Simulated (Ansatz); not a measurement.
AlH₅SSi (`[AlH2][S][SiH3]`), relaxed with RKS PBE0-D4/def2-TZVP in the Gaussian-basis code of Ansatz from a PBE-D4/def2-SVP geometry. The force threshold is 0.005 eV/Å; the program also tests the step.

Charge 0, multiplicity 1.

Start:

```xyz
8

Al    0.157   -1.280   -1.410
S     1.400   -0.342    0.148
Si   -0.035    0.974    1.109
H    -1.416   -1.002   -1.464
H     0.957   -2.218   -2.416
H     0.566    1.393    2.420
H    -1.347    0.281    1.347
H    -0.281    2.194    0.265
```

| step | energy (eV) | largest force (eV/Å) | largest move (Å) |
| --- | --- | --- | --- |
| 1 | -25383.2608 | 0.434 | 0.000 |
| 2 | -25383.2866 | 0.079 | 0.050 |
| 3 | -25383.2889 | 0.051 | 0.037 |
| 4 | -25383.2904 | 0.019 | 0.045 |
| 5 | -25383.2912 | 0.028 | 0.056 |
| 6 | -25383.2915 | 0.025 | 0.031 |
| 7 | -25383.2924 | 0.009 | 0.046 |
| 8 | -25383.2932 | 0.058 | 0.093 |
| 9 | -25383.2934 | 0.056 | 0.016 |
| 10 | -25383.2937 | 0.039 | 0.027 |
| 11 | -25383.2939 | 0.021 | 0.029 |
| 12 | -25383.2940 | 0.012 | 0.017 |
| 13 | -25383.2941 | 0.010 | 0.013 |
| 14 | -25383.2941 | 0.005 | 0.008 |
| 15 | -25383.2941 | 0.005 | 0.006 |

End:

```xyz
8

Al    0.196   -1.194   -1.402
S     1.393   -0.433    0.253
Si   -0.053    0.896    1.106
H    -1.282   -0.654   -1.570
H     0.873   -2.254   -2.354
H     0.593    1.528    2.282
H    -1.266    0.161    1.545
H    -0.453    1.949    0.139
```

Hardware: 2 threads of an Intel Xeon on a shared host. Wall time 32 s, peak host memory 0.33 GiB.
